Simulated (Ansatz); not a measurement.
Molecule: cyclobutane, C4H8, net charge 0, singlet state. SMILES: C1CCC1
Coordinates optimised at B3LYP-D3(BJ)/def2-TZVP (Ansatz, an electronic-structure program):
```xyz
12

C     -0.0021     1.0817     0.1209
C      0.0007    -1.0808     0.1288
C     -1.0806    -0.0019    -0.1307
C      1.0820     0.0010    -0.1189
H      0.0003     1.9568    -0.5289
H     -0.0082     1.4196     1.1583
H      0.0054    -1.9605    -0.5146
H     -0.0045    -1.4112     1.1686
H     -1.9615    -0.0007     0.5111
H     -1.4091    -0.0061    -1.1712
H      1.9558     0.0045     0.5324
H      1.4217    -0.0023    -1.1558
```

Parts of the frozen-core correlation energy in cc-pVTZ (Ansatz, hartree). Frozen orbitals: 4; correlated occupied orbitals by spin: 12 and 12; virtual: 216 and 216. No spin-orbit coupling. Non-relativistic.

```json
[
 {"term": "reference (HF)", "value": "-156.15020"},
 {"term": "MP2 opposite-spin", "value": "(withheld)"},
 {"term": "MP2 same-spin", "value": "(withheld)"},
 {"term": "CCSD correlation", "value": "(withheld)"},
 {"term": "(T)", "value": "-0.02977"},
 {"term": "T1 diagnostic", "value": "0.008"},
 {"term": "largest doubles amplitude", "value": "0.018"}
]
```

**Question.** Fill in the missing entries.

**Answer.** 
- MP2 opposite-spin, value: -0.53814
- MP2 same-spin, value: -0.15371
- CCSD correlation, value: -0.73343
